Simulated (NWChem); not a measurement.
# One shape, several levels: triplet HOF

Wanted: a comparison of 6 runs (UHF/STO-3G, UHF/3-21G, UB3LYP/6-31G*, UB3LYP/aug-cc-pVTZ, UM06-2X/aug-cc-pVTZ) of triplet HOF. 

The results are computed with NWChem 7.3.0.

29 further runs of the same task are left out: 29 set aside as unsound or not needed.

## Step 1: The system as given

HOF has 3 atoms, charge 0, and is taken as a triplet. SMILES of the parent species: `OF`. The shape is that of a PBE0-D4/def2-TZVP optimisation. That shape belongs to the parent species and isn't relaxed for this state.

Bond lengths: O1–F2 1.406 Å, O1–H3 0.969 Å. Angles: F2–O1–H3 99.1°.

## Step 2: The energy at UHF/STO-3G (run 1)

The input, fho.nw:

```
start fho
title "FHO energy"
memory stack 880 mb heap 220 mb global 1100 mb
charge 0

geometry units angstroms noautosym nocenter noautoz
  O      0.430590    -0.210340     0.216330
  F     -0.221910     1.014620    -0.010980
  H     -0.208690    -0.804280    -0.205350
end

basis spherical bse
  * library STO-3G
end

scf
  triplet
  uhf
  thresh 1e-08
  maxiter 80
end

task scf
```

Command:

```sh
$ nwchem fho.nw > fho.out
```

Output:

```text
[...]
  functions       =    11
[...]
  wavefunction    = UHF
[...]
         Total SCF energy =   -172.194400576796
      One electron energy =   -310.299289967934
      Two electron energy =    104.042185815965
 Nuclear repulsion energy =     34.062703575172
                       Sz =      1.0000
                 Sz(Sz+1) =      2.0000
                      S^2 =      2.0063
[...]
```

Run time: 0.89 s. Hardware: 1 thread of Intel Xeon Platinum 8259CL at 2.50GHz (Skylake/Cascade Lake), shared host; peak memory 0.099 GiB.

## Step 3: The energy at UHF/3-21G (run 2)

The input, fho.nw:

```
START fho
TITLE "FHO"
memory 2200 mb

GEOMETRY noautosym nocenter noautoz
  O        0.430590      -0.210340       0.216330
  F       -0.221910       1.014620      -0.010980
  H       -0.208690      -0.804280      -0.205350
END

BASIS "ao basis" spherical bse
  * library 3-21G
END

SCF
  nopen 2
  uhf
  thresh 1e-08
  maxiter 80
  print medium
END

TASK scf energy
```

Command:

```sh
$ nwchem fho.nw > fho.out
```

Output:

```text
[...]
  functions       =    20
[...]
  wavefunction    = UHF
[...]
         Total SCF energy =   -173.673519993188
      One electron energy =   -310.348718010130
      Two electron energy =    102.612494441770
 Nuclear repulsion energy =     34.062703575172
                       Sz =      1.0000
                 Sz(Sz+1) =      2.0000
                      S^2 =      2.0145
[...]
```

It took 0.91 s on 1 thread of Intel Xeon Platinum 8259CL at 2.50GHz (Skylake/Cascade Lake), shared host; peak memory 0.099 GiB.

Runs 3 to 5 aren't shown in full; the table further down has their settings and results.

## Step 4: A single-point energy at UM06-2X/aug-cc-pVTZ (run 6)

The input, run.py:

```python
from ase import Atoms
from ase.calculators.nwchem import NWChem

atoms = Atoms(['O', 'F', 'H'], positions=[
    [0.430590, -0.210340, 0.216330],
    [-0.221910, 1.014620, -0.010980],
    [-0.208690, -0.804280, -0.205350],
])

calc = NWChem(
    label='fho',
    theory='dft',
    memory='2200 mb',
    basis='aug-cc-pVTZ',
    basispar='spherical bse',
    dft={'xc': 'm06-2x', 'mult': '3', 'grid': 'fine', 'convergence': 'energy 1e-08', 'iterations': '100', 'mulliken': None},
    task='energy',
)
atoms.calc = calc

e = atoms.get_potential_energy()
print(f"E = {e:.6f} eV")
```

Command:

```sh
$ export ASE_NWCHEM_COMMAND="nwchem PREFIX.nwi > PREFIX.nwo"
$ python run.py
```

Output:

```text
E = -4772.761480 eV
```

The calculator wrote fho.nwi:

```
title "fho"

permanent_dir fho

scratch_dir fho

start fho

geometry units angstrom nocenter noautosym noautoz
  O  4.3058999999999997e-01 -2.1034000000000000e-01 2.1632999999999999e-01
  F  -2.2191000000000000e-01 1.0146200000000001e+00 -1.0980000000000000e-02
  H  -2.0868999999999999e-01 -8.0427999999999999e-01 -2.0535000000000000e-01
end

memory 2200 mb

basis spherical bse noprint
   * library aug-cc-pVTZ
end

dft
  xc m06-2x
  mult 3
  grid fine
  convergence energy 1e-08
  iterations 100
  mulliken
end

task dft energy
```

fho.nwo:

```text
Northwest Computational Chemistry Package (NWChem) 7.3.0
             --------------------------------------------------------

           Job information
           ---------------

    nwchem branch   = 7.3.0
    use scalapack   = T
    input           = fho.nwi
    prefix          = fho.
    data base       = fho/fho.db
    status          = startup
    nproc           =        1

           Memory information
           ------------------

[... 5 lines left out ...]
    hardfail = no
[... 36 lines left out ...]
            Nuclear Dipole moment (a.u.)
[... 57 lines left out ...]
          Convergence on density requested:  1.00D-05
[... 25 lines left out ...]
          Convergence aids based upon iterative change in
[... 29 lines left out ...]
 2-e energy   =     101.754830
[... 50 lines left out ...]
           Coulomb energy =      120.773017420449
[... 816 lines left out ...]
                     DFT Final Beta Molecular Orbital Analysis
[... 914 lines left out ...]
     Multipole analysis of the density
     ---------------------------------

     L   x y z        total         alpha         beta         nuclear
     -   - - -        -----         -----         ----         -------
     0   0 0 0     -0.000000    -10.000000     -8.000000     18.000000

     1   1 0 0     -0.241039     -1.643776     -0.938331      2.341068
[... 8 lines of this table left out ...]
     2   0 0 2     -7.928186     -5.271390     -4.148226      1.491430

 Task  times  cpu:       41.4s     wall:       41.4s
 Total times  cpu:       41.5s     wall:       41.5s
```

Wall time 43 s (1 thread of Intel Xeon Platinum 8259CL at 2.50GHz (Skylake/Cascade Lake), shared host); peak memory 0.12 GiB.

## Step 5: All runs side by side

| run | level | Cartesian functions | iteration cap | energy (Eh) | dipole moment (D) | HOMO energy (eV) | ⟨S²⟩ | wall time |
| --- | --- | --- | --- | --- | --- | --- | --- | --- |
| 1 | UHF/STO-3G | no | 80 | -172.194401 | 1.99 | -5.24 | 2.006 | 0.89 s |
| 2 | UHF/3-21G | no | 80 | -173.673520 | 2.86 | -10.32 | 2.014 | 0.91 s |
| 3 | UB3LYP/6-31G* (Cartesian functions) | yes | 100 | -175.380858 | – | – | 2.006 | 7.2 s |
| 4 | UB3LYP/6-31G* (spherical functions) | no | 100 | -175.377934 | 1.98 | – | 2.006 | 6.9 s |
| 5 | UB3LYP/aug-cc-pVTZ | no | 100 | -175.476188 | 2.03 | -5.23 | 2.009 | 37 s |
| 6 | UM06-2X/aug-cc-pVTZ | no | 100 | -175.395751 | 2.18 | -7.54 | 2.014 | 43 s |

## Step 6: Summary of results

| quantity | value |
| --- | --- |
| run 6: total energy | -175.39575 Eh |
| run 6: dipole moment | 2.18 D |
| run 6: HOMO energy (highest over α and β) | -7.54 eV |
| run 6: LUMO energy (lowest over α and β) | -3.61 eV |
| run 6: ⟨S²⟩ | 2.014 |

**Reading.** Over runs 1, 2, 4, 5, 6 the dipole moment (its size) runs from 1.98 D (UB3LYP/6-31G*) to 2.86 D (UHF/3-21G). The two ends differ in method and basis. Totals of different functionals can't be ranked against each other. In run 1 the basis is minimal, so the values are rough. All runs together took 96 s, the longest 43 s.
